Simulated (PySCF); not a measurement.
Record of a relaxation.

Species: C₄H₈.
Atom-mapped SMILES: `[CH2:1]=[C:2]([CH3:3])[CH3:4]` (hydrogens: H5, H6 on C1; H7, H8, H9 on C3; H10, H11, H12 on C4)

Method: PBE0-D3(BJ)/def2-SVP geometry optimisation, gas phase in PySCF 2.14.0; density fitting, grid level 1; the optimiser is geomeTRIC in internal coordinates, started from a GFN2-xTB structure with every atom displaced at random (about 0.01 Å). 7 of its 8 geometries are shown. The frame can shift and turn from step to step; on so coarse a grid that alone can change the energy by a few meV, and forces under 0.02 eV/Å are noise.

Step 0: E = -4269.7998 eV, largest atomic force 2.629 eV/Å
```
atom  x, y, z in Å  |  force x, y, z in eV/Å
C1      1.377   -0.620    0.425   -1.852   1.566  -1.014
C2      0.186   -0.088    0.056    0.884  -0.307   0.111
C3     -1.136   -0.709    0.436    1.956   0.343   0.848
C4      0.115    1.162   -0.775   -2.115  -0.861   0.792
H5      2.288   -0.146    0.128    0.824   0.336  -0.202
H6      1.422   -1.483    1.015    0.151  -1.573   1.025
H7     -1.707   -0.001    1.015   -0.593   0.469   0.413
H8     -0.947   -1.594    1.041   -0.166  -0.359   0.202
H9     -1.682   -0.972   -0.428   -1.001  -0.439  -1.377
H10     1.060    1.556   -1.004    1.678   0.683  -0.498
H11    -0.458    0.944   -1.690    0.104   0.136  -0.175
H12    -0.477    1.922   -0.228    0.130   0.007  -0.124
```

Step 1: E = -4269.9508 eV, largest atomic force 0.638 eV/Å
```
atom  x, y, z in Å  |  force x, y, z in eV/Å
C1      1.339   -0.366    0.691    0.275  -0.572  -0.071
C2      0.198   -0.079    0.059   -0.166   0.181   0.224
C3     -1.081   -0.790    0.379   -0.269  -0.046  -0.261
C4      0.082    1.055   -0.909    0.559   0.276  -0.097
H5      2.268    0.170    0.469   -0.055   0.013   0.072
H6      1.404   -1.226    1.381   -0.017   0.375  -0.115
H7     -1.746   -0.113    0.945   -0.027  -0.063  -0.036
H8     -0.913   -1.688    0.986   -0.006  -0.045   0.042
H9     -1.638   -1.081   -0.539    0.205   0.068   0.255
H10     1.075    1.500   -1.141   -0.399  -0.143   0.089
H11    -0.376    0.732   -1.854   -0.054  -0.072  -0.127
H12    -0.564    1.852   -0.507   -0.046   0.028   0.024
```

Step 2: E = -4269.9712 eV, largest atomic force 0.168 eV/Å
```
atom  x, y, z in Å  |  force x, y, z in eV/Å
C1      1.352   -0.383    0.673   -0.050  -0.154  -0.047
C2      0.196   -0.077    0.070   -0.017   0.129   0.101
C3     -1.089   -0.789    0.380    0.009  -0.003  -0.008
C4      0.087    1.058   -0.905    0.105   0.033  -0.065
H5      2.275    0.160    0.453   -0.018   0.019   0.000
H6      1.415   -1.199    1.400    0.001   0.031  -0.034
H7     -1.770   -0.122    0.938   -0.009  -0.006  -0.019
H8     -0.927   -1.692    0.984    0.005   0.006   0.015
H9     -1.625   -1.076   -0.542    0.060  -0.007   0.029
H10     1.069    1.499   -1.138   -0.069  -0.026   0.032
H11    -0.375    0.727   -1.851    0.001  -0.004  -0.001
H12    -0.560    1.858   -0.504   -0.019  -0.019  -0.004
```

Step 4: E = -4269.9775 eV, largest atomic force 0.137 eV/Å
```
atom  x, y, z in Å  |  force x, y, z in eV/Å
C1      1.351   -0.396    0.660    0.008   0.042  -0.015
C2      0.190   -0.060    0.086    0.005  -0.010  -0.065
C3     -1.090   -0.780    0.389    0.049   0.005   0.079
C4      0.088    1.066   -0.900   -0.124  -0.007   0.059
H5      2.275    0.145    0.439    0.002  -0.005  -0.021
H6      1.415   -1.218    1.376    0.003  -0.066   0.055
H7     -1.802   -0.116    0.910   -0.001   0.016  -0.018
H8     -0.924   -1.664    1.020   -0.008   0.012   0.013
H9     -1.587   -1.103   -0.538   -0.034  -0.038  -0.060
H10     1.065    1.512   -1.118    0.087   0.047  -0.015
H11    -0.357    0.720   -1.849    0.019   0.000   0.009
H12    -0.576    1.859   -0.516   -0.005   0.003  -0.021
```

Step 5: E = -4269.9801 eV, largest atomic force 0.066 eV/Å
```
atom  x, y, z in Å  |  force x, y, z in eV/Å
C1      1.354   -0.401    0.654   -0.017  -0.011   0.009
C2      0.190   -0.058    0.089    0.024  -0.006  -0.061
C3     -1.091   -0.777    0.391    0.032   0.003   0.057
C4      0.086    1.069   -0.894   -0.051   0.009   0.037
H5      2.281    0.132    0.423   -0.014   0.007  -0.003
H6      1.418   -1.225    1.369    0.002  -0.023   0.010
H7     -1.813   -0.104    0.886   -0.003   0.010  -0.016
H8     -0.930   -1.645    1.045   -0.008   0.003   0.012
H9     -1.574   -1.126   -0.536   -0.004  -0.014  -0.015
H10     1.063    1.527   -1.100    0.026   0.022  -0.008
H11    -0.342    0.718   -1.848    0.012   0.001  -0.017
H12    -0.592    1.855   -0.520    0.002  -0.003  -0.004
```

Step 6: E = -4269.9823 eV, largest atomic force 0.051 eV/Å
```
atom  x, y, z in Å  |  force x, y, z in eV/Å
C1      1.357   -0.412    0.642   -0.018  -0.037   0.031
C2      0.191   -0.058    0.090    0.018  -0.002  -0.028
C3     -1.092   -0.772    0.397    0.001  -0.012  -0.006
C4      0.084    1.076   -0.887    0.021   0.025   0.009
H5      2.285    0.117    0.407   -0.012   0.003  -0.003
H6      1.422   -1.246    1.348   -0.002   0.027  -0.017
H7     -1.831   -0.082    0.839    0.004   0.002  -0.007
H8     -0.941   -1.607    1.095   -0.003  -0.002   0.005
H9     -1.550   -1.171   -0.526    0.012   0.008   0.025
H10     1.057    1.555   -1.070   -0.031  -0.012  -0.001
H11    -0.316    0.722   -1.852    0.006   0.002  -0.016
H12    -0.618    1.845   -0.524    0.003  -0.002   0.009
```

Step 7: E = -4269.9825 eV, largest atomic force under 0.02 eV/Å
```
atom  x, y, z in Å  |  force x, y, z in eV/Å
C1      1.356   -0.415    0.640    0.001  -0.011   0.012
C2      0.191   -0.059    0.087    0.001  -0.003  -0.008
C3     -1.091   -0.773    0.397   -0.005  -0.003  -0.006
C4      0.084    1.077   -0.886    0.011   0.007  -0.003
H5      2.284    0.113    0.404   -0.002   0.002   0.003
H6      1.421   -1.247    1.347    0.000   0.010  -0.009
H7     -1.833   -0.078    0.828   -0.001   0.000  -0.002
H8     -0.942   -1.600    1.105    0.000   0.000   0.002
H9     -1.545   -1.182   -0.522    0.006   0.004   0.011
H10     1.055    1.560   -1.064   -0.013  -0.006   0.000
H11    -0.310    0.725   -1.855    0.000   0.002  -0.005
H12    -0.623    1.843   -0.523    0.002  -0.001   0.005
```

Task: Summarise the path.

Result: The energy falls by 4.21 kcal/mol from step 0 to step 7; nine tenths of that is first reached at step 2. It falls at every step. The largest force goes from 2.629 to under 0.02 eV/Å. Among the bonds C4–H10 changes most, from 1.050 to 1.099 Å; the atoms move by 0.028 Å rms after alignment.

Task: Follow the three bonds and two angles with the largest change from start to end.

Result: 
| step | E above end (kcal/mol) | largest force (eV/Å) | C4–H10 (Å) | C3–H9 (Å) | C1–H6 (Å) | C2–C3–H8 (°) | H10–C4–H11 (°) |
| --- | --- | --- | --- | --- | --- | --- | --- |
| 0 | 4.21 | 2.629 | 1.050 | 1.056 | 1.047 | 108.8 | 111.2 |
| 1 | 0.73 | 0.638 | 1.113 | 1.113 | 1.105 | 112.1 | 108.1 |
| 2 | 0.26 | 0.168 | 1.101 | 1.104 | 1.095 | 112.2 | 108.2 |
| 3 | 0.19 | 0.177 | 1.097 | 1.101 | 1.092 | 112.1 | 108.3 |
| 4 | 0.11 | 0.137 | 1.096 | 1.101 | 1.091 | 111.9 | 108.5 |
| 5 | 0.06 | 0.066 | 1.098 | 1.102 | 1.093 | 111.9 | 108.5 |
| 6 | 0.01 | 0.051 | 1.100 | 1.104 | 1.095 | 112.0 | 108.4 |
| 7 | 0.00 | under 0.02 | 1.099 | 1.104 | 1.094 | 112.0 | 108.3 |

The cost below is that of the whole optimisation. Hardware: Arm Neoverse N1, one thread (shared host). Cost: 32 s of wall time, 0.40 GiB resident at most.
